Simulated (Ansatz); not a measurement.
```yaml
crystal:
  periodic: [false, false, false]
  atoms:
    - {symbol: F, position_ang: [-1.069589, 0.523735, 0.971905]}
    - {symbol: Si, position_ang: [0.004779, -0.015268, -0.062200]}
    - {symbol: F, position_ang: [1.257379, -0.535404, 0.759150]}
    - {symbol: H, position_ang: [-0.580194, -1.153333, -0.794711]}
    - {symbol: H, position_ang: [0.437426, 1.106671, -0.915443]}
basis:
  gaussian: {orbitals: ANO-RCC-VTZP, final_grid: {core_spheres: 1, valence_spheres: 1, degree: 5}}
hamiltonian: {xc: {name: wB97M-V}}
scf: {lower_state_search: off}
output: {forces: true}
```

```sh
$ ansatz run in.yaml --threads 4 --pin off --events-out ev --progress --plain --max-ram 10444MiB
```

Shortened log:

```
Functional definition: wB97M-V
893 factors; their error is unknown
221 factors; integrals over basis functions are off by at most 1.1e-5 eV
mean field evaluation 1: about -13367.1084 eV, gradient 4.1e1 eV
mean field evaluation 2: about -13366.6226 eV, gradient 4.8e1 eV
mean field evaluation 4: about -13369.4778 eV, gradient 2.7e-1 eV
mean field evaluation 8: about -13352.5620 eV, gradient 1.5e0 eV
mean field evaluation 16: about -13352.6612 eV, gradient 9.0e-2 eV
mean field evaluation 32: about -13352.6600 eV, gradient 2.7e-3 eV
mean field -13352.66002544 eV, -490.7012051767 hartree, gradient 2.5e-6 eV, S^2 0.000000; 0 other end points of the search recorded, 0 dependent functions left out
reference -13352.66011755 eV, -490.7012085618 hartree; 17, 17 occupied and 105, 105 virtual orbitals, 893 factors
Total energy: -13352.66011755 eV, -490.7012085618 hartree
Relativity: scalar
Atom 0 at    -1.069589     0.523735     0.971905 Å, force     4.641108    -2.261386    -3.212506 eV/Å
Atom 1 at     0.004779    -0.015268    -0.062200 Å, force     0.312603     0.033092     3.254294 eV/Å
Atom 2 at     1.257379    -0.535404     0.759150 Å, force    -5.172100     2.205176    -2.315282 eV/Å
Atom 3 at    -0.580194    -1.153333    -0.794711 Å, force     0.584177     1.066435     1.080394 eV/Å
Atom 4 at     0.437426     1.106671    -0.915443 Å, force    -0.365789    -1.043317     1.193100 eV/Å
Dipole moment:    -0.026554    -0.002811    -0.276439 e Å
Checks for a lower state left out: stability, starts, cluster_reference, orbital_swaps, neighbouring_geometries, increment
```

**Question.** What is wrong with this run?

**Answer.** The integration grid is far too coarse. The run converged. The result belongs to that input, not to the molecule as meant.
